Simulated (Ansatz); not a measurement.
Relaxation of BH2O2 (5 atoms, charge 0, multiplicity 2), to a largest force component of 0.015 eV/Å in at most 40 steps.

All numbers below come from UKS PBE0/def2-SVP in Ansatz 0.2.0.

```xyz
5
Properties=species:S:1:pos:R:3
O -1.224 -0.353 -0.250
B -0.289 0.403 0.542
O 0.980 -0.201 0.805
H -1.012 -0.014 -1.196
H 1.595 0.091 0.057
```

Where does it end, and by what steps?

The forces met the threshold. After 7 steps the energy has fallen by 1.341 eV; B2 moved furthest, 0.82 Å.

```csv
step,energy less start (eV),largest force component (eV/Å),accepted
0,0.0000,3.108,yes
1,-0.3717,1.403,yes
2,-0.7694,1.196,yes
3,-1.1053,0.847,yes
4,-1.3016,0.567,yes
5,-1.3407,0.030,yes
6,-1.3409,0.037,yes
7,-1.3410,0.012,yes
```

```xyz
5
Properties=species:S:1:pos:R:3
O -1.126 -0.362 -0.316
B 0.077 0.225 -0.169
O 0.982 -0.264 0.701
H -1.679 0.081 -0.965
H 1.796 0.246 0.707
```

Whether the end is a true minimum wasn't checked by a vibrational analysis.

Time of the run: 15 s on 1 thread of Arm Neoverse V1 (shared host), peak memory 0.11 GiB.
